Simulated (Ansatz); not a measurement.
# HSiAl, triplet along the distance Si1-Al2

Starting geometry (PBE0/def2-TZVP stationary point for this spin, not checked as a minimum):

```xyz
3

Si    0.0000   -0.0360    1.1654
Al    0.0000   -0.0118   -1.2249
H     0.0000    1.3177    0.3154
```

From there Al2 moves along the line of the two atoms named below, all else staying in place; atoms are numbered as listed. Energies are in kJ/mol, counted from the starting geometry at the same level. Kohn–Sham curves are unrestricted where that lies lower.

Basis 6-31G; Ansatz 0.2.0. Only valence electrons are correlated (noble-gas cores frozen). R marks a restricted (for open shells ROHF) determinant.

For open shells CISD is restricted-active-space CI with the open shells as a complete middle space.

Full CI is exact within this basis and frozen core; it isn't the basis-set limit.

```tsv
distance Si1-Al2 (Å)	full CI	curve A	curve B	curve C	curve D
1.909	259.2	257.3	241.2	258.8	232.4
2.186	49.0	48.1	43.1	48.9	39.8
2.390	0.0	0.0	0.0	0.0	0.0
2.638	-6.6	-6.7	-2.0	-6.5	1.5
2.972	19.2	19.2	27.0	19.5	35.4
3.256	48.4	49.5	57.7	49.3	70.5
3.799	97.6	99.1	109.1	99.5	129.3
4.433	132.9	128.1	150.1	134.0	170.2
5.342	151.5	141.6	182.1	150.0	194.7
6.314	156.4	145.2	193.1	154.1	203.9
8.124	158.1	146.7	198.0	155.6	207.8
```

Problem. The curves come from CISD, PBE0, RCCSD(T), revPBE. Compare each with full CI and say which is which.

Solution. A: CISD, B: revPBE, C: RCCSD(T), D: PBE0. Spread of the error against full CI, over the points where both stand: A 12.9, B 57.9, C 4.4, D 76.5 kJ/mol. revPBE at 8.124 Å lies 39.9 kJ/mol (25 %) above the reference in this basis. PBE0 at 8.124 Å lies 49.7 kJ/mol (31 %) above the reference in this basis.

In so small a basis the reference is far from its limit while semilocal and hybrid functionals are nearer theirs, so the functionals' errors here hold much of the reference's basis and frozen-core error, which can add to them or hide them.
